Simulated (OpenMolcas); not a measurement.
# triplet HBS at 6 levels

Wanted: a comparison of 6 runs (U-r2SCAN/STO-3G, UM06-2X/STO-3G, UPBE/STO-3G, UPBE0/STO-3G, USVWN5/STO-3G, ROMP2/STO-3G) of triplet HBS. 

Program for the calculation: OpenMolcas 26.06.

## Step 1: Starting point

HBS: 3 atoms, total charge 0, spin state triplet. As SMILES of the parent species, `B=S`. Geometry: relaxed at PBE0-D4/def2-TZVP. That shape belongs to the parent species and isn't relaxed for this state.

Bond lengths: B1–S2 1.598 Å, B1–H3 1.175 Å. Angles: S2–B1–H3 180.0°.

## Step 2: A single-point energy at U-r2SCAN/STO-3G (run 1)

Contents of struct.xyz:

```xyz
3

B     -0.038660    -0.014560     0.134750
S      0.399170     0.147640    -1.393290
H     -0.360510    -0.133080     1.258530
```

Contents of job.inp:

```
&GATEWAY
BASLIB=$CurrDir
COORD=struct.xyz
BASIS=STO-3G
GROUP=NoSym
&SEWARD
GRIDINPUT
Grid=UltraFine
End of Grid
&SCF
UHF
SPIN=3
KSDFT=2
1.0 MGGA_X_R2SCAN
1.0 MGGA_C_R2SCAN
THRESHOLDS=1e-10 1e-07 1e-07 1e-05
PRORBITALS=1 1
```

The basis set STO-3G is read from a file made from the Basis Set Exchange's data (not shown).

Launch:

```console
$ export MOLCAS_MEM=1860
$ pymolcas job.inp > job.log
```

Standard output:

```text
--- Start Module: gateway ---
[...]
--- Stop Module: gateway /rc=_RC_ALL_IS_WELL_ ---
--- Start Module: seward ---
[...]
      Basis functions           15
--- Stop Module: seward /rc=_RC_ALL_IS_WELL_ ---
--- Start Module: scf ---
[...]
       Convergence after  21 Iterations
[...]
::    Total KS-DFT energy                            -418.6983693955
[...]
      Total spin, S                                     1.0021806103
[...]
      Total electronic charge=   22.000000
      Total            charge=   -0.000000
[...]
      Dipole Moment (debye):
      Origin of the operator (angstrom)=    0.2722    0.1006   -0.9501
                   X=  3.1143E-01               Y=  1.1566E-01               Z= -1.0867E+00           Total=  1.1363E+00
      Quadrupole Moment (debye*angstrom):
[...]
--- Stop Module: scf /rc=_RC_ALL_IS_WELL_ ---
[...]
```

It took 7.8 s on 1 thread of Arm Neoverse V1, shared host; peak memory 0.37 GiB.

## Step 3: A single-point energy at UM06-2X/STO-3G (run 2)

struct.xyz is that of step 2.

Contents of job.input:

```
&gateway
baslib=$CurrDir
coord=struct.xyz
basis=STO-3G
group=NoSym
&seward
gridinput
Grid=UltraFine
End of Grid
&scf
uhf
spin=3
ksdft=M062X
thresholds=1e-10 1e-07 1e-07 1e-05
prorbitals=1 1
```

The basis set STO-3G is read from a file made from the Basis Set Exchange's data (not shown).

Launch:

```console
$ export MOLCAS_MEM=1860
$ pymolcas job.input > job.log
```

Standard output:

```text
--- Start Module: gateway ---
[...]
--- Stop Module: gateway /rc=_RC_ALL_IS_WELL_ ---
--- Start Module: seward ---
[...]
      Basis functions           15
--- Stop Module: seward /rc=_RC_ALL_IS_WELL_ ---
--- Start Module: scf ---
[...]
       Convergence after  18 Iterations
[...]
::    Total KS-DFT energy                            -418.7360856636
[...]
      Total spin, S                                     1.0016898895
[...]
      Total electronic charge=   22.000000
      Total            charge=   -0.000000
[...]
      Dipole Moment (debye):
      Origin of the operator (angstrom)=    0.2722    0.1006   -0.9501
                   X=  2.7197E-01               Y=  1.0104E-01               Z= -9.4897E-01           Total=  9.9233E-01
      Quadrupole Moment (debye*angstrom):
[...]
--- Stop Module: scf /rc=_RC_ALL_IS_WELL_ ---
[...]
```

Wall time 6.9 s (1 thread of Arm Neoverse V1, shared host); peak memory 0.37 GiB.

Run 3 isn't shown in full; the table further down has it.

## Step 4: A single-point energy at UPBE0/STO-3G (run 4)

struct.xyz is that of step 3.

Contents of job.inp:

```
>>> EXPORT MOLCAS_PRINT=2

&GATEWAY
  BasLib = $CurrDir
  Coord = struct.xyz
  Basis = STO-3G
  Group = NoSym

&SEWARD
  GridInput
  Grid=UltraFine
  End of Grid

&SCF
  UHF
  Spin = 3
  KSDFT = PBE0
  Thresholds = 1e-10 1e-07 1e-07 1e-05
  PrOrbitals = 1 1
```

The basis set STO-3G is read from a file made from the Basis Set Exchange's data (not shown).

Launch:

```console
$ export MOLCAS_MEM=1860
$ pymolcas job.inp > job.log
```

Standard output:

```text
--- Start Module: gateway ---
[...]
--- Stop Module: gateway /rc=_RC_ALL_IS_WELL_ ---
--- Start Module: seward ---
[...]
      Basis functions           15
--- Stop Module: seward /rc=_RC_ALL_IS_WELL_ ---
--- Start Module: scf ---
[...]
       Convergence after  19 Iterations
[...]
::    Total KS-DFT energy                            -418.5653054062
[...]
      Total spin, S                                     1.0017036612
[...]
      Total electronic charge=   22.000000
      Total            charge=   -0.000000
[...]
      Dipole Moment (debye):
      Origin of the operator (angstrom)=    0.2722    0.1006   -0.9501
                   X=  2.8867E-01               Y=  1.0731E-01               Z= -1.0072E+00           Total=  1.0532E+00
      Quadrupole Moment (debye*angstrom):
[...]
--- Stop Module: scf /rc=_RC_ALL_IS_WELL_ ---
[...]
```

It took 5.4 s on 1 thread of Arm Neoverse V1, shared host; peak memory 0.37 GiB.

Run 5 isn't shown in full; the table further down has it.

## Step 5: A single-point energy at ROMP2/STO-3G (run 6)

struct.xyz is that of step 4.

Contents of job.input:

```
>>> EXPORT MOLCAS_PRINT=2

&GATEWAY
 BASLIB=$CurrDir
 COORD=struct.xyz
 BASIS=STO-3G
 GROUP=NoSym

&SEWARD

&SCF
 UHF
 SPIN=3
 THRESHOLDS=1e-10 1e-07 1e-07 1e-05
 PRORBITALS=1 1

&RASSCF
 FILEORB=$Project.UnaOrb
 SPIN=3
 NACTEL=2 0 0
 INACTIVE=10
 RAS2=2
 OUTORBITALS=Canonical
 ORBLISTING=Nothing

&CASPT2
 IPEA=0.0
 FROZEN=6
```

The basis set STO-3G is read from a file made from the Basis Set Exchange's data (not shown).

Launch:

```console
$ export MOLCAS_MEM=1860
$ pymolcas job.input > job.log
```

Standard output:

```text
--- Start Module: gateway ---
[...]
--- Stop Module: gateway /rc=_RC_ALL_IS_WELL_ ---
[...]
      Basis functions           15
[...]
       Convergence after  20 Iterations
[...]
::    Total SCF energy                               -417.9752692251
[...]
      Total spin, S                                     1.0047116441
[...]
--- Start Module: rasscf ---
[...]
      Number of active orbitals                  2
[...]
      Spin quantum number                      1.0
[...]
      Active orbitals                            2
[...]
      Number of CSFs                             1
[...]
      Number of root(s) required                 1
[...]
      Convergence after  6 iterations
[...]
      printout of CI-coefficients larger than  0.05 for root  1
      energy=    -417.971721
      conf/sym  11     Coeff  Weight
             1  uu   1.00000 1.00000
      Natural orbitals and occupation numbers for root  1
      sym 1:   1.000000   1.000000
      ************************************************************************************************************************
      *                                                    Final results                                                     *
[...]
::    RASSCF root number  1 Total energy:   -417.97172077
[...]
      Total electronic charge=   22.000000
      Total            charge=   -0.000000
[...]
      Dipole Moment (debye):
      Origin of the operator (angstrom)=    0.2722    0.1006   -0.9501
                   X=  1.5800E-01               Y=  5.9037E-02               Z= -5.5105E-01           Total=  5.7629E-01
      Quadrupole Moment (debye*angstrom):
[...]
--- Stop Module: rasscf /rc=_RC_ALL_IS_WELL_ ---
--- Start Module: caspt2 ---
[...]
 ###    WARNING: User changed nr of frozen orbitals.                         ###
 ###############################################################################
[...]
      E2 (Variational):          -0.0419870167
      Total energy:            -418.0137077907
[...]
      Reference weight:           0.97568
[...]
::    CASPT2 Root  1     Total energy:   -418.01370779
[...]
--- Stop Module: caspt2 /rc=_RC_ALL_IS_WELL_ ---
[...]
```

Run time: 2.5 s. Hardware: 1 thread of Arm Neoverse V1, shared host; peak memory 0.37 GiB.

## Step 6: All runs side by side

```csv
run,level,integration grid,frozen core orbitals,energy (Eh),dipole moment (D),⟨S²⟩,wall time
1,U-r2SCAN/STO-3G,UltraFine,–,-418.698369,1.14,2.007,7.8 s
2,UM06-2X/STO-3G,UltraFine,–,-418.736086,0.99,2.005,6.9 s
3,UPBE/STO-3G,UltraFine,–,-418.496712,1.25,2.004,5.7 s
4,UPBE0/STO-3G,UltraFine,–,-418.565305,1.05,2.005,5.4 s
5,USVWN5/STO-3G,UltraFine,–,-417.019220,1.23,2.003,4.8 s
6,ROMP2/STO-3G,–,6,-418.013708,–,–,2.5 s
```

## Step 7: Results

| quantity | value |
| --- | --- |
| run 6: total energy | -418.01371 Eh |

What this shows: Over runs 1, 2, 3, 4, 5 the dipole moment (its size) runs from 0.99 D (UM06-2X/STO-3G) to 1.25 D (UPBE/STO-3G). Totals of different functionals can't be ranked against each other. In runs 1, 2, 3, 4, 5, 6 the basis is minimal, so the values are rough. All runs together took 33 s, the longest 7.8 s.
